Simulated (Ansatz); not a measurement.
**CH₆SSi: basis-set convergence**

One table from this session's results is given with a row withheld; the runs are named, their logs left out.

The runs use Ansatz 0.2.0, Gaussian basis; one geometry, several basis sets.

The runs, in order: PBE0-D4/def2-SVP; ωB97M-V/def2-SVP; PBE0-D4/def2-QZVPP; ωB97M-V/def2-QZVPP; the functionals' def2-TZVPP values are taken from earlier runs.

1 further run of the same task is left out (it didn't finish).

## The geometry

All runs share one geometry, relaxed beforehand with PBE0-D4 in a triple-zeta def2 set.

SMILES `[SiH3]CS`, 9 atoms, charge 0, spin multiplicity 1.

Atoms are counted from 1 here; the program's logs count them from 0.

Bond lengths: Si1–C2 1.878 Å, Si1–H4 1.484 Å, Si1–H5 1.489 Å, Si1–H6 1.488 Å, C2–S3 1.813 Å, C2–H7 1.093 Å, C2–H8 1.092 Å, S3–H9 1.343 Å. Angles: C2–Si1–H4 109.8°, C2–Si1–H5 110.7°, C2–Si1–H6 108.8°, H4–Si1–H5 109.5°, H4–Si1–H6 109.3°, H5–Si1–H6 108.7°, Si1–C2–S3 111.4°, Si1–C2–H7 109.3°, Si1–C2–H8 112.3°, S3–C2–H7 105.3°, S3–C2–H8 110.8°, H7–C2–H8 107.3°, C2–S3–H9 97.3°.

Set-up of the first run:

in.yaml

```yaml
crystal:
  periodic: [false, false, false]
  atoms:
    - {symbol: Si, position_ang: [-0.839748, 0.228511, -0.626421]}
    - {symbol: C, position_ang: [0.918364, -0.079653, -0.043612]}
    - {symbol: S, position_ang: [0.946827, -1.021893, 1.505125]}
    - {symbol: H, position_ang: [-1.512076, -1.065044, -0.902985]}
    - {symbol: H, position_ang: [-0.846529, 1.064995, -1.858806]}
    - {symbol: H, position_ang: [-1.580470, 0.948520, 0.444017]}
    - {symbol: H, position_ang: [1.436903, -0.706787, -0.773284]}
    - {symbol: H, position_ang: [1.491238, 0.844787, 0.054428]}
    - {symbol: H, position_ang: [0.073990, -0.259736, 2.184437]}
basis:
  gaussian: {orbitals: def2-SVP}
hamiltonian: {xc: pbe0, dispersion: d4}
output: {orbitals: {seedname: orbitals}}
```

The run is started by

```sh
$ ansatz run in.yaml --threads 2 --pin off --events-out ev --progress --plain --max-ram 4352MiB
```

Steps of the session up to this table: PBE0-D4 in def2-SVP; ωB97M-V in def2-SVP; PBE0-D4 in def2-QZVPP; ωB97M-V in def2-QZVPP.

One of the session's tables, all rows but one given; the rest of the session is left out.

| functional | basis | HOMO (eV) | LUMO (eV) |
| --- | --- | --- | --- |
| PBE0-D4 | def2-SVP | -6.71 | 0.50 |
| PBE0-D4 | def2-TZVPP | -6.84 | 0.01 |
| PBE0-D4 | def2-QZVPP | -6.88 | -0.17 |
| ωB97M-V | def2-SVP | ? | ? |
| ωB97M-V | def2-TZVPP | -9.06 | 1.70 |
| ωB97M-V | def2-QZVPP | -9.10 | 1.30 |

Estimate the missing values for ωB97M-V, def2-SVP.

The run gave: HOMO (eV): -8.90; LUMO (eV): 2.42. In the column «HOMO (eV)» it lies between ωB97M-V, def2-TZVPP (-9.06) and PBE0-D4, def2-QZVPP (-6.88).
